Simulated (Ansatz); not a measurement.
# CH5FSi: the cost of one run

Program: Ansatz 0.2.0, Gaussian basis. Level of theory: PBE0-D4/def2-SVP. These are calculated values, not measurements.

16 further runs of the same task are left out: 16 set aside as unsound or not needed.

### 1 The system as given

The first end: 8 atoms, charge 0, spin multiplicity 1.

Atoms are counted from 1 here; the program's logs count them from 0.

Bond lengths: Si1–C2 1.895 Å, Si1–H5 1.524 Å, C2–H6 1.091 Å, C2–H7 1.099 Å, C2–H8 1.093 Å, H3–F4 0.930 Å. Angles: C2–Si1–H5 96.1°, Si1–C2–H6 113.2°, Si1–C2–H7 106.5°, Si1–C2–H8 112.9°, H6–C2–H7 107.6°, H6–C2–H8 109.6°, H7–C2–H8 106.6°.

As a file:

```xyz
8

Si   -0.9978   -0.4639   -0.2035
C     0.8247   -0.6818    0.2668
H    -1.2258    1.6335   -1.5825
F    -0.7046    1.7617   -0.8232
H    -1.4597    0.0224    1.1645
H     1.4648   -0.9114   -0.5867
H     0.8692   -1.5371    0.9557
H     1.2293    0.1768    0.8089
```

The second end:

```mol
CH5FSi
  3D, bonds by distance, orders not assigned

  8  7  0  0  0  0  0  0  0  0999 V2000
   -0.7353    0.4356   -0.1590 Si  0  0
    0.8077   -0.5322    0.1843 C   0  0
   -1.4143   -0.0417   -1.3902 H   0  0
   -0.3565    1.9772   -0.3907 F   0  0
   -1.6787    0.3805    0.9862 H   0  0
    1.5046   -0.4708   -0.6546 H   0  0
    0.5605   -1.5857    0.3440 H   0  0
    1.3120   -0.1627    1.0801 H   0  0
  1  2  8  0
  1  3  8  0
  1  4  8  0
  1  5  8  0
  2  6  8  0
  2  7  8  0
  2  8  8  0
M  END
```

### 2 The band at PBE0-D4/def2-SVP

neb/in.yaml reads:

```yaml
crystal:
  periodic: [false, false, false]
  atoms:
    - {symbol: Si, position_ang: [-0.997812, -0.463895, -0.203453]}
    - {symbol: C, position_ang: [0.824656, -0.681755, 0.266767]}
    - {symbol: H, position_ang: [-1.225756, 1.633457, -1.582515]}
    - {symbol: F, position_ang: [-0.704614, 1.761680, -0.823219]}
    - {symbol: H, position_ang: [-1.459667, 0.022414, 1.164485]}
    - {symbol: H, position_ang: [1.464792, -0.911374, -0.586668]}
    - {symbol: H, position_ang: [0.869203, -1.537080, 0.955654]}
    - {symbol: H, position_ang: [1.229298, 0.176754, 0.808948]}
basis:
  gaussian: {orbitals: def2-SVP}
hamiltonian: {xc: pbe0, dispersion: d4}
neb:
  images: 5
  climbing: true
  max_iterations: 40
  initial_path: idpp
  final_atoms:
    - {symbol: Si, position_ang: [-0.735266, 0.435613, -0.159040]}
    - {symbol: C, position_ang: [0.807670, -0.532185, 0.184313]}
    - {symbol: H, position_ang: [-1.414276, -0.041688, -1.390239]}
    - {symbol: F, position_ang: [-0.356462, 1.977214, -0.390738]}
    - {symbol: H, position_ang: [-1.678704, 0.380458, 0.986233]}
    - {symbol: H, position_ang: [1.504605, -0.470813, -0.654598]}
    - {symbol: H, position_ang: [0.560530, -1.585687, 0.343993]}
    - {symbol: H, position_ang: [1.312004, -0.162713, 1.080078]}
```

On the command line:

```
$ ansatz run in.yaml --threads 2 --pin off --events-out ev --progress --plain --max-ram 4352MiB
```

**Question.** How long does this run take on 2 threads of Arm Neoverse V1, shared host?

About 1.8 min.
